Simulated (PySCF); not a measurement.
**SiN+: from the state search to spectroscopic constants**

An exercise on one series of results from a longer session: the logs are not shown, and one member is left open.

Program: PySCF 2.14.0. Level of theory: Si 6-311G(d,p), N 6-311G(d,p), no relativity. These are calculated values, not measurements.

The first run:

A driver script around PySCF takes these settings:

```yaml
atoms: Si, N
charge: 1
basis: Si 6-311G(d,p), N 6-311G(d,p)
Hamiltonian: no relativity
basis_functions: 44
electrons_treated: 20
masses_in_u: 27.9769, 14.0031
levels: PBE0, PBE, r²SCAN, revPBE, LDA, B3LYP, ωB97X, HF, MP2, SCS-MP2, CCSD, CCSD(T)
grid: 80 radial by 434 angular points
occupations: held fixed by the projection of orbital angular momentum
dissociation_limit: Si+ + N, each in its ground configuration
starting_distance_in_angstrom: 1.870
values_of_2S_to_try: 0, 2, 4
```

The run is started by

```sh
> OMP_NUM_THREADS=1 python dia.py task.json out
```

Among the steps run: The job; The PBE0 curve of the state that the search chose; Other states along the same grid; PBE; r²SCAN; revPBE (GGA); LDA (local density); B3LYP (global hybrid GGA); ωB97X; UHF; Adding correlation.

One table of the session follows, with a row left open; its other results are not shown here.

It belongs to the step «The curves together». Energy (eV) from each level's lowest point:

```
R (Å)    UHF  UHF-MP2  UHF-SCS-MP2  UHF-CCSD  UHF-CCSD(T)
1.544  0.865    0.974        0.977       n/a          n/a
1.615  0.336    0.408        0.413     0.436        0.457
1.687  0.073    0.110        0.115     0.130        0.143
1.741      ?        ?            ?         ?            ?
1.795  0.005    0.000        0.000     0.000        0.000
1.849  0.066    0.047        0.043     0.033        0.027
1.921  0.208    0.183        0.171     0.142        0.127
2.010  0.432    0.444        0.425     0.339        0.316
2.118  0.676    0.894        0.880     0.616        0.587
2.262  0.819    1.398        1.405       n/a          n/a
```

Estimate the missing values for R (Å) = 1.741.

Worked estimate for «UHF». A straight line through the neighbours (1.687, 0.073) and (1.795, 0.005) gives 0.073 + (0.005 − 0.073) × (1.741 − 1.687) / (1.795 − 1.687) = 0.039; a parabola fitted to 4 rows on both sides gives -0.004.

**Answer.** UHF: 0.000; UHF-MP2: 0.015; UHF-SCS-MP2: 0.018; UHF-CCSD: 0.025; UHF-CCSD(T): 0.032. In «UHF» the line misses by +0.039 and the parabola by -0.004.
